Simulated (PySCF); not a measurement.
disilane anion (H6Si2), SMILES [SiH3][SiH3] (connectivity only; charge and spin as stated), charge -1, multiplicity 2. Atoms are numbered in the order given.

```xyz
8

Si    -1.2666     0.0232     0.0000
Si     1.2666    -0.0232     0.0000
H     -1.5986    -0.8634     1.1824
H     -1.5986    -0.8634    -1.1824
H     -2.5473     0.9222     0.0000
H      1.5986     0.8634     1.1824
H      1.5986     0.8634    -1.1824
H      2.5473    -0.9222     0.0000
```
Charge -1, spin multiplicity 2.

Geometry optimised at TPSSh-D3(BJ)/def2-SVPD. The multiplicity is an assumed one; other spin states were not compared.

Two levels are set side by side: PBE/pcH-1 (PySCF) and PBE0/pcH-1 (PySCF). Contact hyperfine couplings, same geometry. Differences are taken from unrounded values.

```csv
quantity,PBE0
"A(iso) of 29Si, atom Si1 (MHz)",-535.8
"A(iso) of 29Si, atom Si2 (MHz)",-535.8
"A(iso) of 1H, atom H3 (MHz)",-23.3
"A(iso) of 1H, atom H4 (MHz)",-23.3
"A(iso) of 1H, atom H5 (MHz)",185.0
"A(iso) of 1H, atom H6 (MHz)",-23.3
"A(iso) of 1H, atom H7 (MHz)",-23.3
"A(iso) of 1H, atom H8 (MHz)",185.0
```

What does PBE give, and how far is it from PBE0? (The exact figures need the calculation; the answer reports its results.)


```
quantity                           PBE  PBE minus PBE0
------------------------------  ------  --------------
A(iso) of 29Si, atom Si1 (MHz)  -518.6            17.2
A(iso) of 29Si, atom Si2 (MHz)  -518.6            17.2
A(iso) of 1H, atom H3 (MHz)      -20.5             2.8
A(iso) of 1H, atom H4 (MHz)      -20.5             2.8
A(iso) of 1H, atom H5 (MHz)      183.4            -1.5
A(iso) of 1H, atom H6 (MHz)      -20.5             2.8
A(iso) of 1H, atom H7 (MHz)      -20.5             2.8
A(iso) of 1H, atom H8 (MHz)      183.4            -1.5
```

Rough cost on one machine, each run with all the roots and properties that it gave: PBE0 against PBE within a factor of 2.
